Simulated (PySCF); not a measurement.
## Basis set benchmark on one molecule

Molecule: `P(F)(F)P`, F$_{2}$H$_{2}$P$_{2}$.

Bonds (- single, = double, # triple, : aromatic): F1-P2 1.614 Å, P2-F3 1.614 Å, P2-P4 2.239 Å. P4 carries H5, H6.

Geometry PBE0-D3(BJ)/def2-SVP throughout; GIAO in PySCF 2.14.0 with density-fitted response routines, gas phase, one conformer, non-relativistic; equivalent atoms averaged; functional PBE0.

Reference values (measured; solution; George Maxwell Hunter, The Preparation and Properties of Some Difluorophosphites, PhD thesis, University of Edinburgh, 1981): δ(P2) = 292.0 ppm vs 85 % H3PO4, δ(P4) = -138.0 ppm vs 85 % H3PO4. Computed shifts are taken against H3PO4, calculated as an isolated molecule at each level.

How do the basis sets STO-3G, 6-31G, 6-31G*, def2-SVP, 6-311+G(2d,p), def2-TZVP perform against the reference? Times are CPU seconds on 1 thread of an Arm Neoverse V1, shared host.

Results:


```
    basis set  functions     P2      P4  mean abs. error P  core-s
       STO-3G         30  231.8  -127.3               35.4     1.4
        6-31G         48  299.0  -144.2                6.6     2.4
       6-31G*         68  304.8  -119.4               15.7     3.1
     def2-SVP         74  291.4  -143.9                3.3     2.9
6-311+G(2d,p)        136  315.0  -166.8               25.9     6.4
    def2-TZVP        148  321.3  -174.5               32.9     7.2
```

For 31P the closest is def2-SVP (3.3 ppm) and the furthest STO-3G (35.4 ppm). Where a smaller basis beats a larger one, errors probably cancel. One molecule is a small sample, and vibrational and solvent effects are absent from the calculation.

A small basis that lands close on one nucleus may do so by chance; judge by the trend and by all nuclei.
